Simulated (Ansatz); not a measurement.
Worked example: GeH₂, triplet against GeH2⁻, doublet

Geometry (PBE0/def2-TZVPD stationary point of a doublet), kept for both states (GeH2⁻, doublet: B1; GeH2, triplet: B1):

```xyz
3

Ge    0.0000   -0.0307    0.0000
H     0.0000    1.1080   -1.1584
H     0.0000    1.1080    1.1584
```

Basis aug-cc-pVTZ; Ansatz 0.2.0. Only valence electrons are correlated (noble-gas cores and the filled d shells of p-block atoms frozen). Prefix R: restricted or restricted open-shell reference; prefix U: unrestricted. No spin–orbit coupling is included, and no scalar relativity.

Full CI isn't at hand for all of this; UCCSDT(Q) serves as the reference, and is uncertain by the last step of the cluster series or more.

The highest occupied Kohn–Sham level of the anion is positive, up to +1.42 eV, so in those functionals the extra electron is held by the basis alone, which enters their differences from the reference.

```json
{"level": "UHF", "E(GeH2⁻, doublet) (hartree)": "-2076.538670", "E(GeH2, triplet) (hartree)": "-2076.482467"}
{"level": "UMP2", "E(GeH2⁻, doublet) (hartree)": "-2076.659570", "E(GeH2, triplet) (hartree)": "-2076.572114"}
{"level": "UCCSD(T)", "E(GeH2⁻, doublet) (hartree)": "-2076.688671", "E(GeH2, triplet) (hartree)": "-2076.597329"}
{"level": "PBE", "E(GeH2⁻, doublet) (hartree)": "-2077.904614", "E(GeH2, triplet) (hartree)": "-2077.808190"}
{"level": "wB97M-V", "E(GeH2⁻, doublet) (hartree)": "-2078.097343", "E(GeH2, triplet) (hartree)": "-2078.002005"}
{"level": "UCCSDT(Q)", "E(GeH2⁻, doublet) (hartree)": "-2076.689836", "E(GeH2, triplet) (hartree)": "-2076.598258"}
```

Give the vertical gap, GeH2 triplet less GeH2⁻ doublet, at each level in eV (1 hartree = 27.2114 eV), and each error against UCCSDT(Q).

UCCSDT(Q): (-2076.598258 − (-2076.689836)) × 27.2114 = 2.492 eV (the reference)
wB97M-V: (-2078.002005 − (-2078.097343)) × 27.2114 = 2.594 eV, error 0.102 eV
PBE: (-2077.808190 − (-2077.904614)) × 27.2114 = 2.624 eV, error 0.132 eV
UCCSD(T): (-2076.597329 − (-2076.688671)) × 27.2114 = 2.486 eV, error -0.006 eV
UMP2: (-2076.572114 − (-2076.659570)) × 27.2114 = 2.380 eV, error -0.112 eV
UHF: (-2076.482467 − (-2076.538670)) × 27.2114 = 1.529 eV, error -0.963 eV

Total energies of functionals can't be set beside those of wave-function methods, since they hold the core's correlation and their own absolute errors; only the differences compare.

The reference still carries a basis error, for a change of charge of the order of 0.1 eV, so smaller errors of functionals can't be ranked.

Each level lands on the state that its own search finds. T1 diagnostics of restricted CCSD: 0.020 and 0.025.
